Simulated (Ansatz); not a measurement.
Ideal-gas functions of `C[SiH]Cl` radical at 600 K and 1 bar, from an Ansatz frequency run at PBE0-D4/def2-TZVP.

Molar mass 79.58 g/mol, point group C1 (symmetry number 1), electronic degeneracy 2, moments of inertia 28.043, 129.52, 151.754 u Å². Harmonic wavenumbers (cm⁻¹, unscaled): 148, 194, 523, 544, 677, 731, 794, 880, 1263, 1435, 1442, 2184, 3046, 3132, 3150.

Use S(trans) = R[1.5 ln M + 2.5 ln T − 1.1517]; rotational temperatures θ = 24.2544 K / I; S(rot) = R[ln(√π/σ · √(T³/θAθBθC)) + 1.5]; for each mode x = 1.438777 ν̃/T, S = R[x/(eˣ − 1) − ln(1 − e⁻ˣ)] and H = RT x/(eˣ − 1); 1 cm⁻¹ = 0.0119627 kJ/mol; R = 8.31446 J/(mol·K).

Task: By hand: the entropy, in J/(mol·K).

Result: Translation 178.0. Rotation: θ = 0.8649, 0.1873, 0.1598 K, giving 112.2. Vibration, mode by mode: 16.97, 14.75, 6.96, 6.67, 5.14, 4.64, 4.11, 3.49, 1.69, 1.22, 1.20, 0.28, 0.05, 0.04, 0.04, in all 67.2. Electronic 5.8. Sum 363.2 J/(mol·K).

Task: By hand: H − E and G − E in kJ/mol, counted from the electronic energy.

Result: Zero-point energy ½ × 20143 × 0.0119627 = 120.5; thermal vibration 22.0; translation, rotation and pV give 4 RT = 20.0. H − E = 162.5 kJ/mol, and G − E = 162.5 − 600 × 363.2/1000 = -55.4 kJ/mol.

Vibration gives 19 % of the entropy, 17.0 J/(mol·K) of it from the mode under 150 cm⁻¹: soft modes count most, and the harmonic formula is weakest for them. The sum counts one conformer and one mirror image; others add a mixing term.
